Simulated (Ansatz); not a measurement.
The same path of AlClH$_{3}$O (6 atoms, charge 1, multiplicity 1) was run twice with different band settings. The coordinate that changes most is the dihedral H5–O1–Al2–Cl3.

Computed with RKS CAM-B3LYP-D4/def2-SVP (Ansatz 0.2.0).

Relaxed end points:

```xyz
6
Properties=species:S:1:pos:R:3
O -0.660 0.114 -0.650
Al 0.637 0.054 0.703
Cl 1.410 -1.830 0.652
H -0.878 -0.641 -1.231
H -1.217 0.880 -0.887
H 0.707 1.423 1.412
```

```xyz
6
Properties=species:S:1:pos:R:3
O -0.661 0.115 -0.649
Al 0.638 0.051 0.702
Cl 1.411 -1.834 0.652
H -1.214 0.886 -0.882
H -0.883 -0.637 -1.233
H 0.709 1.420 1.411
```

Common settings: climbing image yes; spring 5.0 eV/Å²; optimiser quadratic models (default); start path IDPP; force threshold 0.03 eV/Å; iteration limit 60; end points relaxed.

| run | movable images |
| --- | --- |
| 1 | 7 |
| 2 | 2 |

**Question.** What does each run give, and how far can it be trusted?

**Answer.** Run 1: converged after 5 iterations, highest image 0.223 eV above the first end. A vibrational analysis at the climbing image gives one clearly imaginary mode, 308i cm⁻¹: a first-order saddle point.
Run 2: converged after 6 iterations, highest image 0.223 eV above the first end. The dihedral H5–O1–Al2–Cl3 jumps by 95° between images 0 and 1, so the path isn't resolved there. Another band between the same ends (7 images) ends at a top of the same energy, where a vibrational analysis finds 1 clearly imaginary mode. So few images can step over the top or miss a turn of the path.
Limits of this set-up: the dipole of an ion depends on the origin.
